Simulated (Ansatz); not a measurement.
Write a Python script for Ansatz's Python interface that makes an active-space calculation of CH₃NS, SMILES N=CS. Use: Hartree-Fock, def2-SVP basis, multiplicity 1.

Input file `ch3ns.xyz`:
```text
6

N    -1.01310   -0.73860   -0.58420
C    -0.09550    0.00120   -0.12150
S     0.63490   -0.48740    1.35220
H    -1.32330   -0.26410   -1.47240
H     0.27740    0.90350   -0.64690
H     1.56160    0.52130    1.42670
```

Script `cas.py`:
```python
'''Active-space calculation on CH3NS.'''

import ansatz


def main() -> None:
    molecule = ansatz.Crystal.molecule_from_extxyz('ch3ns.xyz')

    model = molecule.calculation().basis(gaussian='def2-SVP').correlation(active_electrons=4, active_orbitals=5)
    for method in [None]:
        data = (model if method is None else model.correlation(method)).run(threads=1, pin='off').report
        space = data['configurations']
        state = space['states'][0]
        print(method or 'casscf', f'total {data["free_energy_ev"] / 27.211386246:.6f} Ha, active-space state {state["energy"]["hartree"]:.6f} Ha, mean field {data["reference_energy_ev"] / 27.211386246:.6f} Ha')
        print('  determinants', state['n_determinants'], ' natural occupations', [round(n, 3) for n in space['natural_occupations']])


if __name__ == '__main__':
    main()
```

```console
$ python cas.py
casscf total -491.427849 Ha, active-space state -491.427849 Ha, mean field -491.362017 Ha
  determinants 100  natural occupations [1.98, 1.932, 0.067, 0.018, 0.002]
```

Total energies depend on the basis set; only differences at equal settings carry meaning. The geometry is a force-field or estimated start, not a minimum of this method, and the basis set is short of its limit. The active space starts as a window about the frontier orbitals and is then optimised, not chosen by chemistry. Finished in 3.7 s on 1 thread of Arm Neoverse V1, with other jobs on the host, peak memory 0.17 GiB.
